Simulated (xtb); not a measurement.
C2H6S, charge -1, doublet, at the geometry of the source list (a state made from the parent by changing its charge; the spin is typed, not shown lowest); GFN0-xTB (xtb 6.7.1).

xtb was given this input:
```
$ xtb mol.xyz --gfn 0 --chrg -1 --uhf 1 --json

# file mol.xyz
9

C     -0.79640000     0.53010000     0.05840000
C      0.09700000    -0.67710000    -0.14880000
S      1.71710000    -0.49070000     0.67610000
H     -1.76070000     0.36040000    -0.41580000
H     -0.34760000     1.42080000    -0.37700000
H     -0.95460000     0.70670000     1.11970000
H     -0.33710000    -1.56940000     0.30160000
H      0.27990000    -0.86670000    -1.20670000
H      2.10240000     0.58600000    -0.00740000
```

Q: Write the output that xtb gives for this input, abridged.

A: 
```
   ID    Z sym.   atoms
    1    6 C      1, 2
    2   16 S      3
    3    1 H      4-9

           -------------------------------------------------
          |                Calculation Setup                |
           -------------------------------------------------

           -------------------------------------------------
          |                 G F N 0 - x T B                 |
           -------------------------------------------------

          ...................................................
          :                      SETUP                      :
          :.................................................:
          :  # basis functions                  30          :
          :  # atomic orbitals                  29          :
          :  # shells                           19          :
          :  # electrons                        21          :
          :  electronic temp.          300.0000000     K    :
          :  accuracy                    1.0000000          :
          :  -> integral cutoff          0.2500000E+02      :
          :  -> integral neglect         0.1000000E-07      :
          ...................................................

         :::::::::::::::::::::::::::::::::::::::::::::::::::::
         ::                     SUMMARY                     ::
         :::::::::::::::::::::::::::::::::::::::::::::::::::::
         :: total energy             -12.142704218859 Eh    ::
         :: gradient norm              0.149415122393 Eh/a0 ::
         :: HOMO-LUMO gap              1.767943331548 eV    ::
         ::.................................................::
         :: H0 energy                -11.168384866229 Eh    ::
         :: repulsion energy           0.126563291177 Eh    ::
         :: electrostat energy        -1.098667578504 Eh    ::
         :: -> Gsolv                   0.000000000000 Eh    ::
         ::    -> Gsasa                0.000000000000 Eh    ::
         ::    -> Gshift               0.000000000000 Eh    ::
         :: dispersion energy         -0.002215065303 Eh    ::
         :: short-range corr.          0.000000000000 Eh    ::
         :: add. restraining           0.000000000000 Eh    ::
         :: total charge              -1.000000000000 e     ::
         :::::::::::::::::::::::::::::::::::::::::::::::::::::

           -------------------------------------------------
          |                Property Printout                |
[...]
        29                          0.7752263              21.0950
      -------------------------------------------------------------
                  HL-Gap            0.0649707 Eh            1.7679 eV
             Fermi-level            0.0000000 Eh            0.0000 eV

     #   Z          covCN         q      C6AA      α(0)
     1   6 C        3.778    -0.318    30.355     7.944
     2   6 C        3.793    -0.070    24.448     7.127
     3  16 S        1.920    -0.352   153.653    20.900
     4   1 H        0.925    -0.045     3.971     3.116
     5   1 H        0.925    -0.017     3.370     2.871
     6   1 H        0.925    -0.019     3.411     2.888
     7   1 H        0.925    -0.065     4.466     3.305
     8   1 H        0.925    -0.064     4.462     3.303
     9   1 H        0.923    -0.051     4.117     3.173

 Mol. C6AA /au·bohr⁶  :       1204.992632
 Mol. C8AA /au·bohr⁸  :      33881.468089
 Mol. α(0) /au        :         54.627604

Wiberg/Mayer (AO) data.
largest (>0.10) Wiberg bond orders for each atom

 ---------------------------------------------------------------------------
     #   Z sym  total        # sym  WBO       # sym  WBO       # sym  WBO
 ---------------------------------------------------------------------------
     1   6 C    3.981 --     2 C    1.022     4 H    0.982     6 H    0.980
                             5 H    0.979
     2   6 C    3.934 --     1 C    1.022     7 H    0.981     8 H    0.974
                             3 S    0.912
     3  16 S    1.975 --     9 H    0.938     2 C    0.912
     4   1 H    0.986 --     1 C    0.982
     5   1 H    0.983 --     1 C    0.979
     6   1 H    0.986 --     1 C    0.980
     7   1 H    1.046 --     2 C    0.981
     8   1 H    1.012 --     2 C    0.974
     9   1 H    0.997 --     3 S    0.938
 ---------------------------------------------------------------------------

Topologies differ in total number of bonds
Writing topology from bond orders to xtbtopo.mol

 dipole moment from electron density (au)
     X       Y       Z
  -3.2340   1.3829  -1.6246  total (Debye):    9.848

           -------------------------------------------------
          | TOTAL ENERGY              -12.142704218859 Eh   |
          | GRADIENT NORM               0.149415122393 Eh/α |
          | HOMO-LUMO GAP               1.767943331548 eV   |
           -------------------------------------------------

normal termination of xtb
```
